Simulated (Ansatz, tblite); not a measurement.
Removing an electron: S3⁻ (the lowest doublet isomer of a short search). Charge -1, multiplicity 2. Geometry: r2SCAN-D4/def2-TZVPD. Ansatz, gas phase; energy differences of separate SCF runs; the oxidised species is a singlet (the triplet lies 0.77 eV higher at PBE0-D4/def2-TZVPD).

```xyz
3

S    -0.031   -0.102   -1.725
S    -0.532    0.497    1.567
S     0.563   -0.396    0.158
```

The xTB rows come from tblite. Correlated methods freeze 15 core orbitals. The structure comes from a short search, and lower isomers may exist.

| level | −HOMO (eV) | vertical IE (eV) | −LUMO (eV) | HOMO–LUMO gap (eV) | remarks |
| --- | --- | --- | --- | --- | --- |
| GFN1-xTB | – | 6.29 | – | – | – |
| GFN2-xTB | – | 7.46 | – | – | – |
| PBE-D4/def2-TZVPD | -0.35 | 2.45 | -1.03 | 0.68 | HOMO above zero (-1 doublet), restricted SCF unstable in HF (singlet) |
| r2SCAN-D4/def2-TZVPD | -0.10 | 2.62 | -1.13 | 1.02 | HOMO above zero (-1 doublet), restricted SCF unstable in HF (singlet) |
| PBE0-D4/def2-TZVPD | 0.80 | 2.76 | -1.72 | 2.52 | restricted SCF unstable in HF (singlet) |
| MP2/def2-TZVPPD | – | 2.27 | – | – | restricted SCF unstable (singlet) |
| CCSD/def2-TZVPPD | – | 2.62 | – | – | large T1 (0.025) (singlet), restricted SCF unstable (singlet) |
| CCSD(T)/def2-TZVPPD | – | 2.40 | – | – | large T1 (0.025) (singlet), restricted SCF unstable (singlet) |

Run but left out: HF/def2-TZVPPD (neutral singlet: restricted singlet, unstable towards broken spin symmetry).  A HOMO above zero means that the electron is unbound at that level or that self-interaction error raises the level; the energy of removing that electron tells which. HOMO and LUMO are the levels of the spin that leaves or enters (xTB has no such levels and no spin-polarisation term). Other spin states of the ions may lie lower, which would lower the ionisation energy or raise the affinity. Raw xTB energy differences between charge states are shifted by several eV; the methods need an empirical correction for them.
